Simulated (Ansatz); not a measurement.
**Which isomer of H3NPS− gives these data?**

These gas-phase data were calculated for one isomer of H3NPS− at r2SCAN-D4/def2-SVPD (harmonic, unscaled wavenumbers; equilibrium rotational constants with average atomic masses):

```
rotational constants            : 17.8, 4.276, 3.6 GHz
all wavenumbers above 1500 cm⁻¹ : 3543, 3433, 2216, 1571
```

Candidates:

(1) `[NH-][PH2+][S-]`, a singlet
(2) `NP[S-]`, a singlet

Question: Which candidate do the data belong to?

Answer: Candidate (2). 2 modes lie between 3250 and 3800 cm⁻¹, one for each N–H bond, while (1) has 1.

The same quantities for all candidates:

```
     rotational constants (GHz)  wavenumbers above 1500 cm⁻¹  E above the lowest, r2SCAN-D4/def2-SVPD (kcal/mol)
(1)         26.14, 4.082, 3.671             3518, 2340, 2162                                                11.3
(2)            17.8, 4.276, 3.6       3543, 3433, 2216, 1571                                                 0.0
```

Each candidate is one conformer. Programs: Ansatz 0.2.0.
